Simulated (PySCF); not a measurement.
```yaml
atoms:
  - { symbol: O, position_ang: [0.0439, 1.1068, -0.0015] }
  - { symbol: H, position_ang: [-0.9102, 1.3243, 0.0051] }
  - { symbol: Cl, position_ang: [0.0377, -0.5989, -0.0094] }
```

Basis set: cc-pVTZ on H, O; cc-pV(T+d)Z on Cl (spherical functions). Frozen core: 6 orbitals. Charge 0, multiplicity 1.

Starred EOM-CCSD(T)(a) on the restricted Hartree–Fock determinant with PySCF 2.14.0; the energies are vertical.

Problem. The solver was asked for the few lowest roots only. Give the ionization energies of singlet HClO among them whose weight of singles is over 0.7.

Solution.

```json
{"root": "1", "energy (eV)": "11.06", "weight of singles": "0.96"}
{"root": "2", "energy (eV)": "12.05", "weight of singles": "0.96"}
{"root": "3", "energy (eV)": "14.44", "weight of singles": "0.94"}
```

Higher main lines weren't sought.
